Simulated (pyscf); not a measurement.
Thermochemistry of product channels of `[OH][Al]([OH])[OH]` + `[CH3]` [doublet] on the doublet surface, in kJ/mol, from ωB97M-D3(BJ)/def2-TZVP energies (ideal gas, 1 atm, RRHO with modes under 100 cm⁻¹ raised to 100, one conformer, R ln 2 for chiral ones without a mode under 150 cm⁻¹). Structures and frequencies: ωB97X-D3(BJ)/def2-SVP in PySCF.

```tsv
products	ΔE	ΔH(298 K)	ΔG(600 K)	ΔG(1200 K)
`[CH3][O][Al]([OH])[OH]` + `[H]` [doublet]	[?]	+107.7	+124.2	+138.1
`[O][Al]([OH])[OH]` [doublet] + `[CH4]`	+59.8	+67.3	+66.9	[?]
```

Q: What belongs in the gaps?

A: 
- `[CH3][O][Al]([OH])[OH]` + `[H]` [doublet], ΔE: +109.8
- `[O][Al]([OH])[OH]` [doublet] + `[CH4]`, ΔG(1200 K): +72.3

These are energies of the channels, which say nothing of barriers.
